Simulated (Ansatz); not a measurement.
**BSiH₃+ (doublet): from Hartree-Fock to the top rungs, cc-pVDZ**

One table from this session's results is given with a row withheld; the runs are named, their logs left out.

Program: Ansatz 0.2.0, Gaussian basis. Level of theory: cc-pVDZ, core rule «outside noble gas», up to 6 orbitals frozen. These are calculated values, not measurements.

To be run: UHF; CCSD(T) on ROHF; CCSD(T) on UHF; BCCD(T) on ROHF; CISD; CCSDT(Q) on ROHF; CCSDT(Q) on UHF; CASSCF and MRCISD+Q, 9 electrons in 11 orbitals; CASSCF and NEVPT2, 9 electrons in 11 orbitals.

3 further runs of the same task are left out: 3 set aside as unsound or not needed.

### What is computed

The geometry is a PBE0/def2-TZVP stationary point (not a proven minimum) of the parent state, kept for this charge and spin.

5 atoms, charge 1, spin multiplicity 2.

Atoms are counted from 1 here; the program's logs count them from 0.

Bond lengths: Si1–B2 1.818 Å, Si1–H3 1.714 Å, Si1–H4 1.714 Å, B2–H3 1.316 Å, B2–H4 1.316 Å, B2–H5 1.184 Å. Angles: B2–Si1–H3 43.6°, B2–Si1–H4 43.6°, H3–Si1–H4 66.6°, Si1–B2–H3 64.0°, Si1–B2–H4 64.0°, Si1–B2–H5 178.0°, H3–B2–H4 91.3°, H3–B2–H5 117.3°, H4–B2–H5 117.3°, Si1–H3–B2 72.4°, Si1–H4–B2 72.4°.

The first run:

The input, in.yaml:

```yaml
crystal:
  periodic: [false, false, false]
  atoms:
    - {symbol: Si, position_ang: [0.009145, 0.000000, 0.601555]}
    - {symbol: B, position_ang: [0.082475, 0.000000, -1.215039]}
    - {symbol: H, position_ang: [-0.655933, -0.941243, -0.666868]}
    - {symbol: H, position_ang: [-0.655935, 0.941242, -0.666868]}
    - {symbol: H, position_ang: [0.172446, 0.000000, -2.395826]}
basis:
  gaussian: {orbitals: cc-pVDZ}
total_charge: 1
magnetization: {spin_polarized: true, initial_magnetization: 1}
hamiltonian: {xc: hf}
output: {orbitals: {seedname: orbitals}}
```

The run is started by

```console
> ansatz run in.yaml --threads 1 --pin off --events-out ev --progress --plain --max-ram 4096MiB --backend cpu
```

Among the steps run: UHF; CCSD(T) on ROHF; CCSD(T) on UHF; BCCD(T) on ROHF; CISD; CCSDT(Q) on ROHF; CCSDT(Q) on UHF; CASSCF and MRCISD+Q, 9 electrons in 11 orbitals; CASSCF and NEVPT2, 9 electrons in 11 orbitals.

One table of the session follows, with a row left open; its other results are not shown here.

It belongs to the step «Misses and costs». 

| method | from UCCSDT(Q) (meV) |
| --- | --- |
| ROHF | +5583.9 |
| UHF | +5417.5 |
| RMP2 | +1227.2 |
| UMP2 | +1243.3 |
| CISD | +609.5 |
| RCCSD | +220.2 |
| UCCSD | ? |
| RCCSD(T) | +43.0 |
| UCCSD(T) | +43.2 |
| BCCD(T) | +41.7 |
| RCCSDT | +8.5 |
| UCCSDT | +7.9 |
| RCCSDT(Q) | +0.9 |
| UCCSDT(Q) | 0 |
| CASSCF valence | +2825.4 |
| NEVPT2 valence | +707.3 |
| MRCISD valence | +153.6 |
| MRCISD+Q valence | +13.8 |

Q: Estimate the row for UCCSD from the others.

**Answer.** from UCCSDT(Q) (meV): +215.9. In the column «from UCCSDT(Q) (meV)» it lies between MRCISD valence (+153.6) and RCCSD (+220.2).

Limits of these values: Restricted and unrestricted rows rest on different reference determinants; where their highest levels disagree by more than a few hundredths of an eV, they describe different states and don't form one ladder.
